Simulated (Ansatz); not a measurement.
## HSi (charge -1): a ladder of basis sets, step by step

Computed with Ansatz 0.2.0 through its Python package.

Interactive session:
```pycon
>>> import warnings
>>> import ansatz
>>> GEOMETRY = """
... Si    0.00000    0.00000    0.00000
... H     0.00000    0.00000    1.53500
... """
>>> warnings.simplefilter("ignore", ansatz.DeckWarning)
>>> molecule = ansatz.Crystal.molecule()
>>> for line in GEOMETRY.strip().splitlines():
...     symbol, *xyz = line.split()
...     molecule = molecule.atom(symbol, [float(v) for v in xyz])
...
>>> base = (
...     molecule.calculation()
...     .correlation("mp2", electrons="valence")
...     .charge(-1)
...     .spin("collinear", total=2)
... )
>>> energies = {}
>>> for basis in ["aug-cc-pVDZ", "aug-cc-pVTZ"]:
...     r = base.basis(gaussian=basis).run(threads=1).report
...     size = r["n_frozen"] + r["n_occupied"][0] + r["n_virtual"][0]
...     energies[basis] = (r["reference_energy_ev"] / 27.211386246, r["free_energy_ev"] / 27.211386246)
...     print(f"{basis:14s} {size:4d} orbitals  reference {energies[basis][0]:14.6f} Ha  total {energies[basis][1]:14.6f} Ha")
...
aug-cc-pVDZ      36 orbitals  reference    -289.458662 Ha  total    -289.540586 Ha
aug-cc-pVTZ      73 orbitals  reference    -289.467114 Ha  total    -289.565878 Ha
>>> # two-point extrapolation: the basis-set error of the correlation energy falls as X^-3
>>> small, large = (energies[b][1] - energies[b][0] for b in ("aug-cc-pVDZ", "aug-cc-pVTZ"))
>>> limit = (3 ** 3 * large - 2 ** 3 * small) / (3 ** 3 - 2 ** 3)
>>> print(f"correlation energy: {small:.6f} and {large:.6f} Ha, extrapolated {limit:.6f} Ha")
correlation energy: -0.081924 and -0.098764 Ha, extrapolated -0.105854 Ha
>>> print(f"share caught by the larger set: {100 * large / limit:.1f} %")
share caught by the larger set: 93.3 %
```

Against aug-cc-pVDZ: aug-cc-pVTZ -25.3 mHa. The last step alone is -25.29 mHa.

Reading the output:
- The settings weren't tested for convergence.
- The geometry is a force-field or estimated start, not a minimum of this method, and the last set is no limit. Much of the fall in a total is atomic energy, which cancels in bond and reaction energies.
- The run takes the species as open-shell (spin multiplicity 3), which needn't be its ground state.
- Inner cores stay frozen, so this is valence correlation.
- For Al to Cl the sets with a tight d function, cc-pV(X+d)Z, are usual.
- The spin state was assumed, and another may lie lower.
- An extrapolation from small basis sets is rough.
- Finished in 0.7 s on 1 thread of Arm Neoverse V2, on a shared host, peak memory 0.15 GiB.
